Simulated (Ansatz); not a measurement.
Results of revPBE (plane waves, PAW; Ansatz, a first-principles code) for bcc Ba.

Numerical settings: plane-wave cutoff 520 eV, 16×16×16 k mesh, Fermi–Dirac smearing 0.05 eV, scalar-relativistic PAW data made under PBE.

A third-order Birch–Murnaghan fit to the energies gives V0 = 67.111 Å³/atom, B0 = 8.06 GPa, B′ = 2.8.

```json
[
 {"V (Å³/atom)": "63.159", "P (GPa)": "…"},
 {"V (Å³/atom)": "64.503", "P (GPa)": "0.338"},
 {"V (Å³/atom)": "65.847", "P (GPa)": "0.158"},
 {"V (Å³/atom)": "67.191", "P (GPa)": "-0.010"},
 {"V (Å³/atom)": "68.534", "P (GPa)": "-0.164"},
 {"V (Å³/atom)": "69.878", "P (GPa)": "…"},
 {"V (Å³/atom)": "71.222", "P (GPa)": "-0.439"}
]
```

Task: Estimate the withheld pressures from this fit; the answers are the runs' own values.

Result: 
- 63.159, P (GPa): 0.532
- 69.878, P (GPa): -0.307

The formula P = (3/2) B0 (x^(7/3) − x^(5/3)) [1 + (3/4)(B′ − 4)(x^(2/3) − 1)] with x = V0/V meets the computed pressures within 0.01 GPa when these rounded values are put in.

Measured, for comparison: bulk modulus 9.34 GPa (corrected for temperature and zero-point phonon effects, our sources range from 9.34 to 10.6; as tabulated in Levämäki et al. (2014), arXiv:1402.3671); equilibrium volume per atom 62.31 Å³/atom (low-temperature or extrapolated to 0 K; zero-point anharmonic expansion removed; as tabulated in Csonka et al. (2009), arXiv:0903.4037). Computed (rounded) less measured: bulk modulus -14 % (-14 % to -24 % over the range), equilibrium volume per atom +7.7 %.

Spin–orbit coupling is not included.

Static lattice: no zero-point or thermal effects.
